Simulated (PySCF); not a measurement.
## One elementary step

Start structure (BH$_{5}$O, closed shell), relaxed at PBE0-D4/def2-TZVP:

```json
{"atom": "B1", "x (Å)": "-0.6907", "y (Å)": "-0.0592", "z (Å)": "-0.2707"}
{"atom": "H2", "x (Å)": "-0.7158", "y (Å)": "-0.9822", "z (Å)": "-1.0437"}
{"atom": "H3", "x (Å)": "-0.9762", "y (Å)": "1.0170", "z (Å)": "-0.7292"}
{"atom": "H4", "x (Å)": "-1.1506", "y (Å)": "-0.2915", "z (Å)": "0.8244"}
{"atom": "H5", "x (Å)": "1.2863", "y (Å)": "-0.7026", "z (Å)": "0.4229"}
{"atom": "O6", "x (Å)": "0.9622", "y (Å)": "0.1107", "z (Å)": "0.0197"}
{"atom": "H7", "x (Å)": "1.0880", "y (Å)": "0.8182", "z (Å)": "0.6622"}
```

The step: BH₃ + H₂O → BH₃O ([BH2][OH]) + H₂; bonds formed: H2–H5; dative contacts that become bonds: B1–O6; bonds broken: B1–H2, H5–O6. PySCF 2.14 with density fitting (its default auxiliary sets; JK sets also for MP2 and CCSD(T)); basis: def2-TZVPP and def2-QZVPP; cores frozen in the correlated methods. Extrapolation: Hartree–Fock as exp(−7.88 √X), correlation as X^−2.97. Energies below are by CCSD(T) at an estimated basis limit (MP2 extrapolated from triple and quadruple zeta, plus CCSD(T) − MP2 in triple zeta).

Q: What are the electronic barrier and the energy of the step, from the start structure to the end structure? (Judge from chemistry; the value comes from the calculation.)

A: Computed: Barrier 24.33 kcal/mol; step energy -15.74 kcal/mol (downhill); reverse barrier, their difference, 40.07 kcal/mol. Barrier and step energy count from the start structure, the reverse barrier from the end structure.

The saddle point: One imaginary mode of 1339i cm⁻¹.
| pair | start (Å) | saddle (Å) | end (Å) |
| --- | --- | --- | --- |
| B1–O6 | 1.69 | 1.58 | 1.35 |
| H2–H5 | 2.50 | 1.03 | 0.75 |
| B1–H2 | 1.20 | 1.33 | 3.14 |
| H5–O6 | 0.96 | 1.26 | 3.34 |

Zero-point energy (harmonic, PBE0-D4): ZPE is 34.89 kcal/mol at the start and 32.28 kcal/mol at the saddle, so the barrier goes from 24.33 to 21.72 kcal/mol.

First-order rate constant out of the start structure at 298 K by transition-state theory, with harmonic vibrational free energies alone and no tunnelling: ΔA‡ = 22.09 kcal/mol, so k = (kB T/h) exp(−ΔA‡/kB T) ≈ 10^-3 s⁻¹ (an order of magnitude at best: rotation, the number of equivalent paths and anharmonicity are left out).

T1 diagnostic: at most 0.015. The end structure is not quite a true minimum (one mode of 56i cm⁻¹).

The step is the kind of ligand exchange by which a precursor binds to a hydroxyl group, or is hydrolysed, in atomic layer deposition of oxides.

Labels in which every atom is bracketed show which atoms are joined, not bond orders.

For scale, one of the runs: CCSD(T)/def2-TZVPP, 132 basis functions, launched by `OMP_NUM_THREADS=4 python run.py`. Time: 76 s of wall clock on 4 CPU threads of an AMD EPYC; the host was shared. Peak host memory: 0.62 GiB.
